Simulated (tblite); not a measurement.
C3H9PS.
Bonds: C1–P2, P2–C3, P2–C4, P2–S5 (double). Hydrogens: H6, H7, H8 on C1; H9, H10, H11 on C3; H12, H13, H14 on C4.

Computed with GFN2-xTB (tblite), gas phase: L-BFGS steps from a force-field or distance-geometry start until the largest atomic force falls under 0.01 eV/Å.

Step 9: E = -457.2291 eV
```
atom  x, y, z in Å  |  force x, y, z in eV/Å
C1     -0.6676    1.4909   -0.3419   -0.006   0.046  -0.022
P2      0.1661    0.1419    0.5869   -0.017  -0.019  -0.044
C3      1.5452   -0.3357   -0.5305    0.052  -0.017  -0.004
C4     -1.0059   -1.2645    0.4183   -0.039  -0.021   0.011
S5      0.6784    0.5797    2.4055    0.002  -0.004  -0.018
H6     -0.9160    1.1657   -1.3497   -0.048   0.013   0.010
H7     -1.5677    1.7868    0.1949   -0.012  -0.040  -0.003
H8     -0.0030    2.3513   -0.3910    0.054   0.003   0.031
H9      2.0538   -1.2014   -0.1107   -0.023  -0.045   0.028
H10     1.1732   -0.5698   -1.5259    0.033   0.011   0.011
H11     2.2617    0.4824   -0.5793   -0.027   0.050  -0.008
H12    -1.2476   -1.4376   -0.6285    0.003  -0.042   0.031
H13    -1.9140   -1.0348    0.9734   -0.004   0.041   0.011
H14    -0.5572   -2.1554    0.8565    0.031   0.023  -0.032
```

Step 10: E = -457.2299 eV
```
atom  x, y, z in Å  |  force x, y, z in eV/Å
C1     -0.6684    1.4932   -0.3424    0.010   0.011  -0.008
P2      0.1651    0.1408    0.5834   -0.010   0.000  -0.019
C3      1.5474   -0.3361   -0.5311    0.026  -0.011   0.006
C4     -1.0074   -1.2661    0.4194   -0.014   0.008  -0.001
S5      0.6776    0.5791    2.4019    0.003  -0.004  -0.016
H6     -0.9182    1.1704   -1.3494   -0.052   0.004  -0.027
H7     -1.5674    1.7878    0.1951   -0.031  -0.032   0.015
H8     -0.0032    2.3525   -0.3897    0.067   0.017   0.030
H9      2.0544   -1.2013   -0.1098   -0.012  -0.056   0.037
H10     1.1790   -0.5705   -1.5267    0.016   0.002  -0.021
H11     2.2626    0.4824   -0.5790   -0.015   0.061  -0.001
H12    -1.2498   -1.4414   -0.6255   -0.010  -0.045  -0.016
H13    -1.9139   -1.0357    0.9745   -0.030   0.051   0.030
H14    -0.5585   -2.1556    0.8571    0.051  -0.005  -0.009
```

Step 11: E = -457.2308 eV
```
atom  x, y, z in Å  |  force x, y, z in eV/Å
C1     -0.6691    1.4961   -0.3431    0.022  -0.027   0.005
P2      0.1639    0.1395    0.5791    0.001   0.018   0.006
C3      1.5504   -0.3368   -0.5316   -0.007  -0.002   0.015
C4     -1.0094   -1.2678    0.4206    0.012   0.033  -0.015
S5      0.6768    0.5783    2.3975    0.002  -0.005  -0.015
H6     -0.9217    1.1757   -1.3495   -0.046   0.002  -0.053
H7     -1.5676    1.7883    0.1956   -0.036  -0.021   0.029
H8     -0.0021    2.3539   -0.3876    0.061   0.018   0.026
H9      2.0548   -1.2023   -0.1081   -0.001  -0.048   0.038
H10     1.1859   -0.5711   -1.5278    0.004  -0.008  -0.044
H11     2.2632    0.4837   -0.5787   -0.006   0.054   0.011
H12    -1.2524   -1.4466   -0.6224   -0.026  -0.044  -0.056
H13    -1.9143   -1.0356    0.9764   -0.042   0.052   0.041
H14    -0.5589   -2.1558    0.8574    0.061  -0.023   0.015
```

Step 12: E = -457.2318 eV
```
atom  x, y, z in Å  |  force x, y, z in eV/Å
C1     -0.6697    1.4992   -0.3441    0.022  -0.051   0.010
P2      0.1625    0.1383    0.5741    0.010   0.027   0.020
C3      1.5539   -0.3377   -0.5322   -0.035   0.004   0.014
C4     -1.0118   -1.2695    0.4218    0.028   0.042  -0.026
S5      0.6759    0.5774    2.3924    0.002  -0.004  -0.011
H6     -0.9267    1.1821   -1.3505   -0.030   0.009  -0.057
H7     -1.5684    1.7884    0.1968   -0.019  -0.012   0.032
H8      0.0002    2.3559   -0.3847    0.036   0.001   0.019
H9      2.0552   -1.2041   -0.1054    0.003  -0.018   0.028
H10     1.1941   -0.5720   -1.5300   -0.002  -0.014  -0.047
H11     2.2638    0.4860   -0.5780   -0.005   0.027   0.025
H12    -1.2560   -1.4534   -0.6197   -0.037  -0.034  -0.070
H13    -1.9154   -1.0346    0.9792   -0.029   0.042   0.034
H14    -0.5584   -2.1564    0.8581    0.054  -0.018   0.030
```

**Question.** Estimate the geometry and energy of step 13. (The exact step hangs on the optimiser's Hessian estimate; all steps are aligned on step 12, rigid shifts and turns removed.)

**Answer.** E = -457.2324 eV, largest force 0.062 eV/Å
```
atom  x, y, z in Å  |  force x, y, z in eV/Å
C1     -0.6700    1.5011   -0.3449    0.010  -0.047   0.004
P2      0.1616    0.1378    0.5706    0.010   0.018   0.015
C3      1.5561   -0.3384   -0.5326   -0.041   0.005   0.005
C4     -1.0134   -1.2706    0.4222    0.024   0.027  -0.029
S5      0.6754    0.5767    2.3885    0.004  -0.001  -0.003
H6     -0.9308    1.1872   -1.3521   -0.010   0.018  -0.037
H7     -1.5691    1.7883    0.1982    0.008  -0.010   0.023
H8      0.0024    2.3572   -0.3821    0.005  -0.023   0.013
H9      2.0556   -1.2056   -0.1029   -0.001   0.015   0.013
H10     1.2004   -0.5730   -1.5325    0.000  -0.014  -0.028
H11     2.2641    0.4881   -0.5769   -0.012  -0.004   0.032
H12    -1.2595   -1.4592   -0.6188   -0.035  -0.020  -0.047
H13    -1.9164   -1.0332    0.9818    0.004   0.026   0.013
H14    -0.5571   -2.1568    0.8592    0.034   0.010   0.027
```

The energy changes by -0.0006 eV. The first-order estimate −F·Δx gives -0.0010 eV and the mean of the old and new forces, exact on a quadratic surface, -0.0007 eV. The step makes an angle of 71° with the force vector and moves no atom by more than 0.007 Å.

Run on x86-64 server, one thread, on a shared host.
